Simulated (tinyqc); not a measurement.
UKS/BP86 in the sto-3g basis, for BH, spin multiplicity 3, step by step (part 2 of 2). Computed by tinyqc, a small Python program that keeps every step (integrals from PySCF). Command: `OMP_NUM_THREADS=1 python tinyqc.py 24001 24002 out.jsonl` (the two numbers bound the seeds that draw the settings). One thread of a shared host (Intel(R) Xeon(R) Processor @ 2.60GHz), about 7 s of CPU time with the checks.

Geometry (angstrom):
```
atom,x,y,z
B,0.00000,0.00000,0.00000
H,0.00000,0.00000,2.29800
```

## Convergence

Stop when the energy changes by less than 1e-08 hartree and every element of the error matrix X^T (F D S - S D F) X (for each spin) is below 3e-05.

Course of the cycle:
```
iteration,E (hartree),change,largest element of the error matrix
1,-24.9367650,-,6.13e-02
2,-24.7840485,1.53e-01,1.94e-02
3,-24.7529626,3.11e-02,9.49e-03
4,-24.7452373,7.73e-03,8.62e-03
5,-24.7432614,1.98e-03,7.80e-03
6,-24.7428717,3.90e-04,6.89e-03
7,-24.7428886,-1.68e-05,5.99e-03
8,-24.7429979,-1.09e-04,5.26e-03
9,-24.7431419,-1.44e-04,4.65e-03
10,-24.7432530,-1.11e-04,4.06e-03
11,-24.7433452,-9.22e-05,3.55e-03
12,-24.7434178,-7.25e-05,3.20e-03
13,-24.7434745,-5.67e-05,2.88e-03
14,-24.7435218,-4.73e-05,2.61e-03
...,...,...,...
55,-24.7437335,-7.63e-07,8.31e-04
56,-24.7437343,-7.45e-07,8.33e-04
57,-24.7437347,-4.07e-07,8.35e-04
58,-24.7437351,-4.40e-07,8.36e-04
59,-24.7437359,-7.32e-07,8.38e-04
60,-24.7437366,-7.16e-07,8.40e-04
61,-24.7437373,-7.06e-07,8.42e-04
62,-24.7437380,-7.59e-07,8.44e-04
63,-24.7437388,-7.54e-07,8.46e-04
64,-24.7437395,-7.29e-07,8.48e-04
65,-24.7437402,-6.25e-07,8.50e-04
66,-24.7437407,-5.38e-07,8.51e-04
67,-24.7437414,-7.06e-07,8.53e-04
68,-24.7437420,-5.74e-07,8.55e-04
```

PySCF UKS in the same basis, fine grid, after a stability check = -24.7428219 hartree

Not converged within the cap of 68 iterations: the residual has stopped falling. Reruns (cap 100 unless said): DIIS 8: converged in 12; damping 0.5: not converged; level shift 0.5: not converged; atomic densities as start, DIIS 8: converged in 12; the original settings with a cap of 400: not converged.
